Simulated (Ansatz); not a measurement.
Ansatz (an electronic-structure program) input:

Ansatz 0.2 input:
```yaml
crystal:
  periodic: [false, false, false]
  atoms:
    - {symbol: C, position_ang: [1.04927885, -0.58527834, 0.04637878]}
    - {symbol: C, position_ang: [-0.00995392, 0.50709806, 0.03465196]}
    - {symbol: O, position_ang: [-1.29849738, 0.08458737, -0.10215282]}
    - {symbol: H, position_ang: [0.03307897, 1.12810814, 0.95086167]}
    - {symbol: H, position_ang: [0.17606814, 1.24831543, -0.76718230]}
    - {symbol: H, position_ang: [2.04743003, -0.15600391, 0.15948807]}
    - {symbol: H, position_ang: [0.87458400, -1.27550716, 0.87275301]}
    - {symbol: H, position_ang: [1.02086827, -1.15252975, -0.88488227]}
basis:
  gaussian:
    orbitals: aug-cc-pVDZ
magnetization: {spin_polarized: true, initial_magnetization: 1}
correlation: {method: ccsd_t, electrons: outside_noble_gas}
output: {forces: true}
```

Question: Which total energy does the run end on?

Answer: -153.99377 Eh (CCSD(T)/aug-cc-pVDZ). The basis has 114 functions.

It need not be the lowest isomer of its formula.
